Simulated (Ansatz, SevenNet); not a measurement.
For 1T (CdI2-type) TiTe2, the machine-learned potential SevenNet-l3i5 (trained on PBE and PBE+U data) gives:

```
Item                   Value
-------------------  -------
lattice constant a   3.773 Å
lattice parameter c  7.084 Å
```

**Question.** What does r²SCAN (Ansatz, a quantum-chemistry and plane-wave program, PAW) give for the same quantities?

**Answer.** 
- lattice constant a: 3.802 Å (goes up by 0.8 %)
- lattice parameter c: 6.904 Å (falls by 2.5 %)

Changes are worked out from the printed values.

Unless a cell is named, each level is at its own relaxed cell (SevenNet-l3i5 29.12, r²SCAN 28.80 Å³/atom).

Caveats: for a layered or molecular solid the relaxed cell lies over 5 % above the published volume, where the minimum can be shallow (r²SCAN); the cell comes from a level without a dispersion term, which matters for the spacing of layers, chains or molecules (r²SCAN). Ansatz's density-functional and Hartree–Fock values are scalar-relativistic unless marked +SOC, with PAW data made under PBE.
